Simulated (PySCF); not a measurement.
B(F)3 cation (BF3), SMILES FB(F)F (connectivity only; charge and spin as stated), charge +1, multiplicity 2. Atoms are numbered in the order given.

```xyz
4

B      0.0000     0.0000    -0.1798
F      0.0000     0.0000    -1.4323
F      0.0000    -0.9856     0.7661
F      0.0000     0.9856     0.7661
```
Charge +1, spin multiplicity 2.

Geometry optimised at ωB97X-D3(BJ)/def2-TZVP. The multiplicity is an assumed one; other spin states were not compared. The isomer is the one that the SMILES or the coordinates give; other isomers of the formula were not compared.

Calculation: TDA-M06-2X/def2-SVPD (PySCF).

Vertical excitations. 

Computed excitation energies, oscillator strengths and character:
| state | energy (eV) | λ (nm) | f | main pairs |
|---|---|---|---|---|
| root 1 | 0.80 | 1556 | 0.000 | β HOMO−3→LUMO 99 % |
| root 2 | 2.29 | 541 | 0.000 | β HOMO−4→LUMO 55 %, β HOMO−2→LUMO 44 % |
| root 3 | 2.41 | 514 | 0.000 | β HOMO→LUMO 64 %, β HOMO−6→LUMO 36 % |
| root 4 | 3.14 | 395 | 0.053 | β HOMO−1→LUMO 73 %, β HOMO−7→LUMO 22 % |
| root 5 | 4.90 | 253 | 0.000 | β HOMO−2→LUMO 56 %, β HOMO−4→LUMO 44 % |
| root 6 | 5.24 | 236 | 0.002 | β HOMO−6→LUMO 63 %, β HOMO→LUMO 36 % |
| root 7 | 6.11 | 203 | 0.170 | β HOMO−7→LUMO 60 %, β HOMO−1→LUMO 19 %, β HOMO−5→LUMO 14 % |
| root 8 | 7.20 | 172 | 0.002 | β HOMO−5→LUMO 83 %, β HOMO−7→LUMO 16 % |
| root 9 | 10.95 | 113 | 0.000 | α HOMO−1→LUMO 48 %, β HOMO−2→LUMO+1 49 % |
| root 10 | 11.10 | 112 | 0.000 | α HOMO→LUMO 37 %, β HOMO→LUMO+1 61 % |
Unrestricted roots are not spin-pure.
